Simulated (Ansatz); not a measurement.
Ladder of methods for the lattice parameter a of grey tin (α-Sn)

Reference value: 6.477 Å (measured, static lattice: zero-point anharmonic expansion removed; as tabulated in Mejia-Rodriguez and Trickey (2018), arXiv:1807.09216).

Q: Which of these levels comes closest to the reference?
A. rVV10 (Ansatz, an electronic-structure program)
B. PBE (Ansatz)
C. LDA (Ansatz)
D. PBEsol (Ansatz)

A: C, LDA (Ansatz)

```
level (code)     value (Å)  error (%)
---------------  ---------  ---------
LDA (Ansatz)         6.472      -0.08
PBE (Ansatz)         6.655      +2.75
PBEsol (Ansatz)      6.539      +0.96
rVV10 (Ansatz)       6.685      +3.21
```

Closest of these to the reference: LDA (-0.08 %). Farthest off: rVV10 (+3.21 %). Within 2 %: LDA, PBEsol.

Cutoffs and k meshes differ between the levels. Ansatz's density-functional and Hartree–Fock values are scalar-relativistic unless marked +SOC, with PAW data made under PBE.

Differences are worked out from the printed values.
